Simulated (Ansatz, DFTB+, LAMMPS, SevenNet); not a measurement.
## Ladder of methods for the equilibrium volume per atom of hcp Zr

Reference value: 23.18 Å³/atom (measured, copied from a table, unchecked, extrapolated to 0 K and zero-point effects removed; as tabulated in Lejaeghere et al. (2013), arXiv:1204.2733).

```
level (code)                    value (Å³/atom)
------------------------------  ---------------
Lennard-Jones uff-vdw (LAMMPS)            19.78
GFN1-xTB (DFTB+)                            [?]
SevenNet-0 (SevenNet)                     23.48
LDA (Ansatz)                                [?]
PBE (Ansatz)                              23.39
PBE-D3(BJ) (Ansatz)                         [?]
r²SCAN (Ansatz)                           23.50
r²SCAN+rVV10 (Ansatz)                     23.28
HSE06 (Ansatz)                            23.51
```

Task: Some entries are withheld; supply them.

Result: 
- GFN1-xTB (DFTB+), value (Å³/atom): 41.08
- LDA (Ansatz, an electronic-structure program), value (Å³/atom): 21.78
- PBE-D3(BJ) (Ansatz), value (Å³/atom): 22.46

Errors against the reference: Lennard-Jones uff-vdw -14.7 %, GFN1-xTB +77 %, SevenNet-0 +1.3 %, LDA -6.0 %, PBE +0.9 %, PBE-D3(BJ) -3.1 %, r²SCAN +1.4 %, r²SCAN+rVV10 +0.4 %, HSE06 +1.4 %.

Leaving aside Lennard-Jones uff-vdw, which can be fitted to such values or carry a doubt: Nearest, and too close to rank with a margin of 1.0 % (twice that across the reference) picked here for doubts on the reference and the settings: r²SCAN+rVV10 (+0.4 %), PBE (+0.9 %), SevenNet-0 (+1.3 %), r²SCAN (+1.4 %), HSE06 (+1.4 %). Farthest off: GFN1-xTB (+77 %). Within 2 %: SevenNet-0, PBE, r²SCAN, r²SCAN+rVV10, HSE06. The least costly first-principles kind among them: DFT without exact exchange (PBE, r²SCAN, r²SCAN+rVV10).

Lennard-Jones uff-vdw: this is a force field's van der Waals term alone, without bonds or charges. GFN1-xTB: the cell moved over 20 % in volume from its start. GFN1-xTB: the method was fitted mainly to molecules. HSE06: hybrids on metals are sensitive to the k mesh and can open a false gap. Cutoffs and k meshes differ between the levels. Ansatz's density-functional and Hartree–Fock values are scalar-relativistic unless marked +SOC, with PAW data made under PBE.

Machine-learned potentials (SevenNet-0) are trained on DFT data, which may include these solids.

Differences are worked out from the printed values.
